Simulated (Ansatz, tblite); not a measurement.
**The cluster NaPb₂−: one state, many levels**

Aim: run the singlet of the cluster NaPb₂− at one geometry on many levels, and compare frontier levels, spin and run time.

Computed with Ansatz 0.2.0, Gaussian basis. Level: as each input shows.

The runs, in order: GFN1-xTB, GFN2-xTB, PBE-D4/def2-TZVPD, r2SCAN-D4/def2-TZVPD, HSE06-D4/def2-TZVPD, LC-ωPBE/def2-TZVPD, revPBE-D4/def2-TZVPD, CAM-B3LYP-D4/def2-TZVPD, BLYP-D4/def2-TZVPD, PBE-D4/def2-SVPD, PBE0-D4/def2-SVPD, CCSD(T)/def2-TZVPPD, MP2/def2-TZVPD, RPA/def2-TZVPD.

**1. The geometry**

The singlet was relaxed beforehand with B3LYP-D4/def2-TZVPD. At that level it is the lowest of the isomers that a small search found.

3 atoms, charge -1, spin multiplicity 1.

Bond lengths: Na1–Pb2 3.110 Å, Na1–Pb3 3.111 Å, Pb2–Pb3 2.818 Å. Angles: Pb2–Na1–Pb3 53.9°, Na1–Pb2–Pb3 63.1°, Na1–Pb3–Pb2 63.1°.

Pb takes a core potential in the def2 sets. No spin-orbit coupling is included. The ion is computed in the gas phase, without counter-ions or solvent.

PBE0-D4/def2-TZVPD was run before; its log isn't repeated, and its numbers join the tables.

**2. GFN1-xTB**

Tight binding, by tblite at 300 K electronic temperature and without a spin-polarisation term:

```python
tblite.interface.Calculator('GFN1-xTB', numbers, positions, charge=-1, uhf=0).singlepoint()
```

Energy -99.5555 eV, HOMO -4.18 eV, LUMO -2.48 eV; 0.001 s.

**3. GFN2-xTB**

Tight binding, by tblite at 300 K electronic temperature and without a spin-polarisation term:

```python
tblite.interface.Calculator('GFN2-xTB', numbers, positions, charge=-1, uhf=0).singlepoint()
```

Energy -134.6332 eV, HOMO -1.27 eV, LUMO 0.18 eV; 0.001 s.

**4. PBE-D4/def2-TZVPD**

start.molden holds the orbitals of an earlier run on this state, given as this run's starting guess.

File in.yaml:

```yaml
crystal:
  periodic: [false, false, false]
  atoms:
    - {symbol: Na, position_ang: [-0.495083, -1.742036, 0.371040]}
    - {symbol: Pb, position_ang: [-0.650286, 0.894721, -1.271248]}
    - {symbol: Pb, position_ang: [1.145379, 0.847315, 0.900208]}
basis:
  gaussian: {orbitals: def2-TZVPD, initial_orbitals: start.molden}
total_charge: -1
hamiltonian: {xc: pbe, dispersion: d4}
scf: {omitted_lower_state_checks: [starts]}
output: {orbitals: {seedname: orbitals}}
```

Started as:

```bash
ansatz run in.yaml --threads 4 --pin off --events-out ev --progress --plain --max-ram 3916MiB
```

After this run come: r2SCAN-D4/def2-TZVPD; HSE06-D4/def2-TZVPD; LC-ωPBE/def2-TZVPD; revPBE-D4/def2-TZVPD; CAM-B3LYP-D4/def2-TZVPD; BLYP-D4/def2-TZVPD; PBE-D4/def2-SVPD; PBE0-D4/def2-SVPD; CCSD(T)/def2-TZVPPD; MP2/def2-TZVPD; RPA/def2-TZVPD.

Q: Predict the results of all the runs planned. Wanted: gap in def2-TZVPD, named functionals, smallest and largest; correlation energy, CCSD(T)/def2-TZVPPD; correlation energy, MP2/def2-TZVPD; PBE0 total energy, smallest basis above largest.

**Answer**, as computed:

```
                                                  quantity                                 value
gap in def2-TZVPD, named functionals, smallest and largest  0.75 eV (BLYP-D4), 4.07 eV (LC-ωPBE)
                   correlation energy, CCSD(T)/def2-TZVPPD                             -26.53 eV
                        correlation energy, MP2/def2-TZVPD                             -27.63 eV
           PBE0 total energy, smallest basis above largest       1.92 eV (def2-SVPD, def2-TZVPD)
```

**Reading.** Over the named functionals in def2-TZVPD the gap runs from 0.75 eV (BLYP-D4) to 4.07 eV (LC-ωPBE); exact exchange widens it. PBE-D4, revPBE-D4, BLYP-D4, r2SCAN-D4, HSE06-D4 put the HOMO above zero: the outermost electron is held by the basis alone.
